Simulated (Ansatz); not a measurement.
**C₃H+: geometry and frequencies at several levels**

Wanted for C₃H+: geometry and frequencies at several levels. Charge +1.

Computed with Ansatz 0.2.0 (the levels named in each step, unless a step's input says otherwise).

### Step 1. The starting structure

Bond lengths: C1–C2 1.307 Å, C2–C3 1.247 Å, C3–H4 1.086 Å. Angles: C1–C2–C3 180.0°, C2–C3–H4 180.0°.

Structure file:

```xyz
4

C     0.0000    0.0000   -1.8752
C     0.0000    0.0000   -0.5684
C     0.0000    0.0000    0.6786
H     0.0000    0.0000    1.7650
```

### Step 2. A rough first relaxation, PBE-D4/def2-SVP

File input.yaml:

```yaml
crystal:
  periodic: [false, false, false]
  atoms:
    - { symbol: C, position_ang: [0.0, 0.0, -1.87523] }
    - { symbol: C, position_ang: [0.0, 0.0, -0.5684] }
    - { symbol: C, position_ang: [0.0, 0.0, 0.67864] }
    - { symbol: H, position_ang: [0.0, 0.0, 1.765] }
total_charge: 1
basis:
  gaussian: { orbitals: def2-SVP }
hamiltonian:
  xc: pbe
  dispersion: d4
relax:
  f_tol: 0.03
  max_steps: 200
```

The run is started by

```
> ansatz run input.yaml --threads 2 --pin off --max-ram 5120MiB --backend cpu --events-out ev --progress --plain --runs-dir out
```

The runs that follow: Relaxation, PBE0-D4/def2-TZVPP; Relaxation, CCSD(T)/cc-pV(T+d)Z; Frequencies, CCSD(T)/cc-pV(T+d)Z; Relaxation, CCSD(T)/cc-pwCVTZ, all electrons.

Before running it: what results should come out? Wanted: C1–C2 at CCSD(T)/cc-pwCVTZ, all electrons; C2–C3 at CCSD(T)/cc-pwCVTZ, all electrons; frequencies at CCSD(T)/cc-pV(T+d)Z.

The runs gave:

| quantity | value |
| --- | --- |
| C1–C2 at CCSD(T)/cc-pwCVTZ, all electrons | 1.344 Å |
| C2–C3 at CCSD(T)/cc-pwCVTZ, all electrons | 1.239 Å |
| frequencies at CCSD(T)/cc-pV(T+d)Z | 151 to 3305 cm⁻¹ |

The C–C distance spreads over 0.009 Å, from PBE0-D4/def2-TZVPP (shortest) to CCSD(T)/cc-pV(T+d)Z. No mode is imaginary, so the geometry is a minimum. A T1 diagnostic of 0.023 (charge +1) lies over the usual mark for one of the runs, a hint of some multireference character there.
